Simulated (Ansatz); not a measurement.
One starting cell of C (a generated cell, C placed in the AFLOW prototype A_oF8_70_a) was relaxed twice with Ansatz (plane waves, PAW, scalar-relativistic): with r2SCAN at 500 eV and with PBE at 420 eV. The r2SCAN result:

```xyz
2
Lattice="0.0000 1.7801 1.7801 1.7801 0.0000 1.7801 1.7801 1.7801 0.0000" Properties=species:S:1:pos:R:3 pbc="T T T"
C      2.6702     2.6702     2.6702
C      1.7801     1.7801     1.7801
```

```csv
quantity,r2SCAN,PBE
space group,Fd-3m,Fd-3m
volume (Å³/atom),5.64,(withheld)
a (Å),3.560,(withheld)
"gap (eV, no spin-orbit coupling)",4.36,(withheld)
```

**Question.** Fill in the PBE column.

**Answer.** 
- volume (Å³/atom), PBE: 5.70
- a (Å), PBE: 3.572
- gap (eV, no spin-orbit coupling), PBE: 4.13

Both levels end in the same structure; PBE's volume is 1.0 % larger; its gap is 0.23 eV smaller. Neither column is exact.

No spin polarisation in the result.

Measured for C: a 3.553 Å (static lattice; corrected from measurement; as listed in Daniel Mejia-Rodriguez, S. B. Trickey, Phys. Rev. B (2018)); gap 5.85 eV (static lattice; corrected from measurement; as listed in Wei Chen et al., Physical Review Materials (2018)). Computed minus measured — a: r2SCAN +0.2 %, PBE +0.5 %; gap: r2SCAN -1.49 eV, PBE -1.72 eV. The computed values are for a static lattice, and a measured gap can be an optical one, lowered by exciton binding.

The run could not lose the symmetry of its start; a randomly shaken copy of 4 atoms returns to this structure.

All atoms sit on sites fixed by symmetry, so only the cell could relax.

Ansatz is a quantum-chemistry and plane-wave program.
